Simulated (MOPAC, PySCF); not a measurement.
HF, SMILES `F`, neutral singlet in the gas phase. 

Cartesian coordinates (Å):
SMILES: F
```xyz
2

F      0.4600     0.0000     0.0000
H     -0.4600     0.0000     0.0000
```
Charge 0, multiplicity 1.

All levels are single points at this geometry (PBE0-D3(BJ)/def2-TZVP); Pople sets use spherical d functions. Orbital energies aren't observables, and empty levels follow the basis.

PM6 in MOPAC gives HOMO (eV) = -15.92.

Q: Estimate the HOMO (eV) from each of these levels: TPSSh-D3(BJ)/def2-TZVP in PySCF; B3LYP/6-311+G** in PySCF; BP86/6-31G* in PySCF; AM1 in MOPAC; PM3 in MOPAC.

A: 
```json
[
 {"level": "TPSSh-D3(BJ)/def2-TZVP in PySCF", "HOMO (eV)": "-10.41"},
 {"level": "B3LYP/6-311+G** in PySCF", "HOMO (eV)": "-11.54"},
 {"level": "BP86/6-31G* in PySCF", "HOMO (eV)": "-8.33"},
 {"level": "AM1 in MOPAC", "HOMO (eV)": "-13.98"},
 {"level": "PM3 in MOPAC", "HOMO (eV)": "-16.19"}
]
```
